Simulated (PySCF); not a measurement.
## Removing an electron from PH3O

PH3O.
Structure used (PBE0-D3(BJ)/def2-TZVP), in Å, numbered top down from 1:
```
atom  x, y, z in Å
O1     1.0713   -0.8568    0.7356
P2     0.2384    0.0285   -0.0982
H3    -0.7324    0.8134    0.5699
H4     0.9115    1.0172   -0.8560
H5    -0.5531   -0.5869   -1.0983
```

Level: wB97X-D/aug-cc-pVTZ (PySCF). Frontier orbitals with their largest atomic shares (Löwdin; up to four atoms above 4 %):

```json
{"orbital": "HOMO−3", "ε (eV)": "-14.60", "main atoms": "P2 36 %, H5 23 %, H3 18 %, O1 17 %"}
{"orbital": "HOMO−2", "ε (eV)": "-13.05", "main atoms": "O1 77 %, P2 14 %"}
{"orbital": "HOMO−1", "ε (eV)": "-10.31", "main atoms": "?"}
{"orbital": "HOMO", "ε (eV)": "-10.31", "main atoms": "?"}
{"orbital": "LUMO", "ε (eV)": "0.61", "main atoms": "H5 29 %, H4 29 %, H3 29 %, P2 11 %"}
{"orbital": "LUMO+1", "ε (eV)": "1.29", "main atoms": "P2 62 %, H3 11 %, H4 11 %, H5 11 %"}
{"orbital": "LUMO+2", "ε (eV)": "1.34", "main atoms": "H4 45 %, H5 26 %, P2 26 %"}
```

Question: What vertical ionisation energy does ΔSCF give, and how far is −ε(HOMO) from it?

Answer: ΔSCF: 10.98 eV (1059 kJ/mol; threshold wavelength 113 nm); ⟨S²⟩ of the doublet left behind is 0.757, against 0.75 for a pure doublet. −ε(HOMO) is 10.31 eV, 0.67 eV below it. For the exact functional −ε(HOMO) would equal the first vertical ionisation energy; wB97X-D (range-separated hybrid) falls short of its own ΔSCF value by 6 %.

Question: On which atoms does the HOMO lie?

Answer: HOMO: O1 65 %, P2 22 %, H3 8 %, H4 4 %; HOMO−1: O1 65 %, P2 22 %, H5 8 %, H4 5 %. These 2 orbitals lie within 0.02 eV of one another; within a degenerate set any mixture serves as well, and the shares of a single orbital can change with the mixture. The HOMO−2 lies 2.74 eV lower.

Question: Shift the occupied levels rigidly so that −ε(HOMO) equals the ΔSCF value. What binding energies result?

Answer: The shift is +0.67 eV: HOMO 10.98, HOMO−1 10.98, HOMO−2 13.72, HOMO−3 15.27 eV. A rigid shift is only a rough guide to the deeper ionisations.

Question: With α = 29.8 au, estimate the like-pair dispersion coefficient by London's formula C6 = (3/4)α²I.

Answer: I = 0.4035 Eh, so C6 ≈ 269 au, a rough estimate.

Geometry: PBE0-D3(BJ)/def2-TZVP; no solvent, vibrations or thermal averaging.

wB97X-D is run here without its empirical dispersion term; that term would change no orbital, density or response property at a fixed geometry.
